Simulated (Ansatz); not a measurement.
We consider fcc Ir, described by PBEsol in Ansatz (PAW).

Run with plane-wave cutoff 520 eV, 24×24×24 k mesh, Fermi–Dirac smearing 0.05 eV, no spin polarisation, scalar-relativistic PAW data made under PBE.

Cell (relaxed at this level):

Ir is modelled in the cubic space group Fm-3m (No. 225), the fcc (Cu type) structure, Pearson symbol cF4. Conventional cell: a = b = c = 3.8303 Å, α = β = γ = 90.00°. Ir on 4a is coordinated by 12 Ir at 2.708 Å (cuboctahedral). (Neighbours: up to the widest gap in distance over summed covalent radii, below 1.35, at either atom.)
(The calculation used a cell of 1 atom; values per cell refer to that cell.)

### Question
Estimate the bulk modulus and pressure derivative B′ of the bulk modulus that the calculation returns.

### Answer

- bulk modulus: 386 GPa
- pressure derivative B′ of the bulk modulus: 5.0

The run finds no gap.

Measured, for comparison: bulk modulus 365 GPa (corrected for temperature and zero-point phonon effects; as tabulated in Levämäki et al. (2014), arXiv:1402.3671). Computed (rounded) less measured: bulk modulus +6 %.

Spin–orbit coupling is not included.

It cost very roughly 50 core-seconds of CPU time.

Ansatz is a program for electronic structure.
